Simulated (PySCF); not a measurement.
# LiF from Hartree–Fock to correlated methods

State: ¹Σ⁺ (singlet), closed shell. Set-up: PySCF, no relativity, basis sets Li pcseg-2, F pcseg-2. De refers to Li + F in their high-spin ground configurations, without counterpoise correction. A positive dipole means Li(−)F(+).

```tsv
Level	Re (Å)	ωe (cm⁻¹)	De (eV)	μ (D)	CPU s a point (SCF and correlation, without the integrals)
RHF	1.561	937	3.88	-6.50	0.044
RHF-MP2	1.578	912	6.08	n/a	0.065
RHF-SCS-MP2	1.577	917	5.92	n/a	n/a
RHF-CCSD	1.570	931	5.70	n/a	n/a
RHF-CCSD(T)	1.572	925	5.80	n/a	0.71
LDA	1.561	923	6.70	-6.03	0.2
PBE	1.582	890	5.96	-6.10	0.34
PBEsol	1.576	898	6.14	-6.09	0.25
r²SCAN	1.578	905	5.80	-6.26	0.47
PBE0	1.569	915	5.66	-6.23	0.74
B2PLYP	1.572	915	5.90	-6.36	0.33
```

(1) Which functional lies closest to RHF-CCSD(T) in De, which farthest, and by how much do they differ from it?

(2) What does a quarter of exact exchange do here, going from PBE to PBE0?

(3) What does the step from GGA to meta-GGA do here, going from PBE to r²SCAN?

Correlated steps freeze 1 core orbital. Where the molecule has an RHF reference, its open-shell atoms are computed with UHF. B2PLYP dipoles, levels and charges come from its SCF part alone.

The whole job (state search and all levels along the bond) took about 0.77 min on 1 thread of Intel Xeon Platinum 8375C @ 2.90GHz (shared host), peak memory 0.48 GiB.

## Answers

(1) Closest is r²SCAN (+0.6 pm in Re, -2.2 % in ωe, +0.00 eV in De against RHF-CCSD(T) in the same basis), farthest LDA (-1.1 pm in Re, -0.2 % in ωe, +0.90 eV in De). CCSD(T) converges more slowly with the basis than the functionals do and binds too weakly in this one, so the order can change at the basis-set limit.

(2) PBE0 less PBE: -1.3 pm in Re, +2.8 % in ωe, -0.30 eV in De. Exact exchange removes part of the self-interaction that spreads semilocal densities, and in most molecules shortens and stiffens the bond and lowers De; so it does here.

(3) r²SCAN less PBE: -0.4 pm in Re, +1.7 % in ωe, -0.16 eV in De.
